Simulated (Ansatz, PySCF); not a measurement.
Potential energy curve for SH, doublet.

Levels of theory: UKS-M06-2X/6-31G* = unrestricted M06-2X/6-31G*, spherical d (PySCF); ROCCSDT(Q) = CCSDT(Q)/B on ROHF/aug-cc-pVDZ, frozen core run with Ansatz (an electronic-structure program); UCCSDT(Q) = CCSDT(Q) on UHF/aug-cc-pVDZ, frozen core (Ansatz).

Total energies in hartree (comparable only within one method and basis):

```csv
R / Å,UKS-M06-2X/6-31G*,ROCCSDT(Q),UCCSDT(Q)
0.98,-398.55486,-398.09623,-398.09624
1.06,-398.62097,-398.16342,-398.16343
1.13,-398.65644,-398.20018,-398.20018
1.19,-398.67506,-398.21993,-398.21993
1.25,-398.68570,-398.23166,-398.23167
1.28,-398.68869,-398.23518,-398.23519
1.32,-398.69076,-398.23791,-398.23792
1.37,-398.69082,-398.23875,-398.23876
1.42,-398.68871,-398.23733,-398.23734
1.47,-398.68495,-398.23421,-398.23422
1.55,-398.67653,-398.22669,-398.22670
1.63,-398.66623,-398.21722,-398.21723
1.73,-398.65198,-398.20405,-398.20406
1.82,-398.63863,-398.19189,-398.19190
2.00,-398.61251,-398.16906,-398.16906
2.20,-398.58912,-398.14837,-398.14838
2.40,-398.57495,—,-398.13352
2.66,-398.56624,—,-398.12178
2.98,-398.56158,—,-398.11496
3.43,-398.55888,—,-398.11165
3.97,-398.55804,—,-398.11076
4.59,-398.55779,—,-398.11058
```

Dashes: no converged value, or the column stops at the first point that the program doubted or that broke a chosen test of continuity, which isn't proof of a fault.

The unrestricted determinant behind UKS-M06-2X/6-31G* is spin-contaminated at 2.20 to 4.59 Å (<S²> up to 1.8, against 0.75 for a pure doublet). The T1 diagnostic of CCSD on the restricted reference of ROCCSDT(Q) exceeds 0.045 at 2.40 Å. The unrestricted determinant behind UCCSDT(Q) is spin-contaminated at 1.82 to 4.59 Å (<S²> up to 1.8, against 0.75 for a pure doublet).
